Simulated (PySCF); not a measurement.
Assigning NMR signals

Mapped SMILES: `[CH3:1]/[CH:2]=[N:3]\[CH:4]=[O:5]`. Hydrogens are named by the atom that carries them.

Gas phase, fast rotation and ring inversion assumed for equivalent nuclei, a single conformation, no relativistic terms. Couplings computed with B3LYP/pcJ-1 (spin–dipole term only in couplings to heteroatoms); NMR shieldings at PBE0/pcSseg-1/GIAO; geometry from GFN2-xTB; PySCF 2.14.0 with density-fitted response routines.

References, each an isolated molecule treated in the same way: ¹³C (186.93 ppm) and ¹H (31.72 ppm) vs TMS.

**Question.** Assign these signals to the numbered atoms. ¹³C{¹H} NMR (computed): δ 165.9, 157.2, 26.4.

**Answer.** 
```tsv
δ (ppm)	atoms	environment	reason
165.9	C4	amide carbonyl carbon	it is a carbonyl in resonance with an O or N lone pair, the region of acids, esters and amides
157.2	C2	C=N carbon	–
26.4	C1	methyl carbon	a saturated carbon with 1 carbon neighbour and no heteroatom attached
```

**Question.** Assign these signals to the numbered atoms. ¹H NMR (600 MHz, computed): δ 9.35 (qd, J = 2.1, 1.0 Hz, 1H), 7.43 (qd, J = 5.6, 1.0 Hz, 1H), 2.08 (dd, J = 5.6, 2.1 Hz, 3H).

**Answer.** 
```tsv
δ (ppm)	atoms	environment	reason
9.35	H(C4)	hydrogen on an amide carbonyl carbon	–
7.43	H(C2)	hydrogen on a C=N carbon	–
2.08	H(C1)	hydrogen on a methyl carbon	–
```

Splittings below 1 Hz are ignored in the labels, and close J values are merged. Unscaled 3J(H,H) at this level run about 10 % above measured values. Shifts are as computed. Against solution values, carbons near 30 ppm lie about +3 ppm off and those near 130 ppm about +5 ppm. Of 1211 compounds with measured shifts, 218 miss one by over three times the rms of a fit or turn the order of signals round; such compounds aren't used in these exercises.
